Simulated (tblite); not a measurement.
C2H3S (doublet state).
Numbering: `[CH2:1]=[C:2][SH:3]` (hydrogens: H4, H5 on C1; H6 on S3)

Geometry (GFN2-xTB, Å), atoms numbered from 1 in this order:
```xyz
6
C2H3S angstrom
C     -1.0088    0.1923    0.3398
C      0.0941   -0.3545   -0.0818
S      1.7240   -0.3963    0.3710
H     -1.9592   -0.0913   -0.0857
H     -1.0561    0.9815    1.0872
H      2.2090   -0.3296   -0.8791
```

Level: GFN2-xTB in tblite, geometry and Hessian alike; calculated harmonic values, unscaled, isolated species. The method is semi-empirical: single wavenumbers can be off by several per cent or more. Modes of hydrogen on sulfur can be 10 to 20 % off. One conformer, not necessarily the lowest. Open shells enter through the occupations alone, without spin polarisation, and single modes of such species can be off by tens of per cent.

Harmonic wavenumbers (cm⁻¹): 259.2, 290.4, 532.0, 732.9, 835.6, 899.7, 964.2, 1362.1, 1709.6, 2313.3, 2924.4, 3069.1.

A = 89296, B = 5666, C = 5410 MHz; mass 58.996 u (most abundant isotopes); point group C1, symmetry number 1; spin multiplicity 2.

Problem. What is the zero-point energy?

Solution. Half the sum of the wavenumbers: 7946 cm⁻¹ = 22.72 kcal/mol.

Problem. What is S at 500 K and 1 bar for an ideal gas of classical rigid rotors and harmonic oscillators?

Solution. Translation 40.74, rotation 23.83, vibration 9.22, spin (R ln 2) 1.38: S = 75.2 cal/(mol K).

Problem. And Cp and H(500 K) − H(0)?

Solution. Cp = 19.42 cal/(mol K), of which vibrations give 11.47 (their classical limit is 12 R = 23.8); H(500 K) − H(0) = 6.74 kcal/mol without the zero-point energy, 2.77 from vibrations.

Problem. What must be added to the electronic energy to get the Gibbs energy at 500 K and 1 bar?

Solution. ZPE + [H(500 K) − H(0)] − T·S = 22.72 + 6.74 − 37.58 = -8.12 kcal/mol.

Problem. Which modes carry the vibrational entropy at 500 K?

Solution. 259.2 cm⁻¹: 2.62; 290.4 cm⁻¹: 2.40; 532.0 cm⁻¹: 1.32; 732.9 cm⁻¹: 0.84; 835.6 cm⁻¹: 0.66; 899.7 cm⁻¹: 0.57 cal/(mol K); the other 6 give 0.81 together.

Problem. How do the functions run with temperature in this model?

Solution. 
```tsv
T (K)	S (cal/(mol K))	Cp (cal/(mol K))	H − H(0) (kcal/mol)	G − H(0) (kcal/mol)	ln q(vib)
150	57.6	10.7	1.33	-7.31	0.16
250	63.8	13.7	2.55	-13.39	0.54
298.15	66.3	15.0	3.24	-16.52	0.77
400	71.1	17.5	4.90	-23.52	1.30
600	78.9	21.0	8.77	-38.54	2.41
900	88.1	24.5	15.63	-63.64	4.05
```

q(vib) and H(0) count from the zero-point level.

Hindered rotation and anharmonicity are outside this model. Other conformers, if any are populated, would add a mixing term that is left out. The structure is chiral; the term R ln 2 for an equal mix with its mirror image is left out.

The run took under 0.1 s on one thread of an Arm Neoverse V2, no GPU, shared host with 96 logical CPUs at a one-minute load of 17. The figure is for the frequency step alone.
